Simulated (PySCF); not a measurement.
# Ionising O₂

r²SCAN; basis O def2-TZVPPD; no relativity; PySCF 2.14. Neutral (UKS): triplet (π ↑↑), Re = 1.206 Å, ωe = 1623 cm⁻¹, De = 5.62 eV, HOMO -7.44 eV, LUMO -4.00 eV.

O₂⁺ (UKS): doublet (π ↑), Re = 1.109 Å, ωe = 2025 cm⁻¹, De = 6.86 eV to O⁺ + O. The energies at the minima are -150.32499 hartree for O2 and -149.86735 for O₂⁺.

Question: Work out the adiabatic ionisation energy, without and with harmonic zero-point energies (1 hartree = 27.2114 eV, 1 eV = 8065.5 cm⁻¹), and the change of the bond length.

Answer: At r²SCAN: 0.45764 hartree = 12.453 eV between the minima; the zero-point term (2025.0 − 1623.0)/2 cm⁻¹ = +0.025 eV makes it 12.478 eV. Re changes by -9.7 pm against the neutral. The electron leaves a π orbital, and the shorter bond of the ion fits an antibonding orbital, or a change in how ionic the bond is.

States were picked by a PBE0 search and need not be the measured ground states.
